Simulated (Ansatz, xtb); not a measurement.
Isomers of BH3SSi in order of energy

6 gas-phase structures of BH3SSi, found in a search over its isomers (lower ones may exist). Each was relaxed with GFN2-xTB:

A. `[SiH3]B=S`, a singlet
B. `B[SiH]=S`, a singlet
C. `[BH3-][Si+]=S`, a singlet
D. a singlet given by its coordinates
E. a singlet given by its coordinates
F. `B1[SiH2]S1`, a singlet

D (Å):

```xyz
6

B     0.7311   -0.2014    0.6322
S    -1.2053    0.5092    0.7978
Si   -0.3006    2.3284    0.9002
H     0.8508   -0.8603    1.6014
H     0.7190   -0.7449   -0.4132
H     1.4708    0.7548    0.6387
```

Close contacts (Å): B1–S2 2.07, S2–Si3 2.03, B1–H4 1.18, B1–H5 1.18, B1–H6 1.21.

E (Å):

```xyz
6

B     0.2705   -1.0329   -0.6815
S    -1.1307    0.4266   -1.2106
Si   -0.0924    0.3746    0.5764
H    -0.2275   -2.0808   -0.4985
H     1.2494   -0.9624   -1.3265
H    -0.3506    1.4275    1.5478
```

Close contacts (Å): B1–S2 2.09, B1–Si3 1.92, S2–Si3 2.07, B1–H4 1.17, B1–H5 1.17, Si3–H6 1.46.

Which do you expect lowest at r2SCAN-D4/def2-SVP, and how would the others follow?

Calculated order at r2SCAN-D4/def2-SVP: A (0.0), F (6.0), C (16.9), D (23.8), E (28.5), B (31.6) kcal/mol.

Energies above the lowest of each column, in kcal/mol; the last columns are at PBE0-D4/def2-TZVP geometries and were run for some of them only (a dash: not run or not comparable):

| structure | GFN2-xTB | HF/STO-3G | r2SCAN-D4/def2-SVP | PBE0-D4/def2-TZVP | CCSD(T)/def2-TZVPP |
| --- | --- | --- | --- | --- | --- |
| A | 14.1 | 0.0 | 0.0 | 0.0 | 0.0 |
| F | 13.1 | 23.0 | 6.0 | 0.9 | 6.5 |
| C | 0.0 | 47.3 | 16.9 | 11.9 | 17.8 |
| D | 23.0 | 32.1 | 23.8 | – | – |
| E | 14.5 | 52.0 | 28.5 | – | – |
| B | 12.4 | 58.9 | 31.6 | – | – |

CCSD(T)/def2-TZVPP puts A lowest of those it was run on; GFN2-xTB picks C. Some further structures that were screened fall inside this span and aren't listed. Flexible structures stand in one conformer each, not always the lowest. Frequencies (PBE0-D4/def2-TZVP) were run for A, C, F alone.

Over these structures GFN2-xTB departs from r2SCAN-D4/def2-SVP by 11.7 kcal/mol on average once a common shift is removed. A GFN2-xTB relaxation took about 0.096 s and the r2SCAN-D4/def2-SVP energy about 1 s on a shared host (Ansatz 0.2.0, xtb 6.7.1).
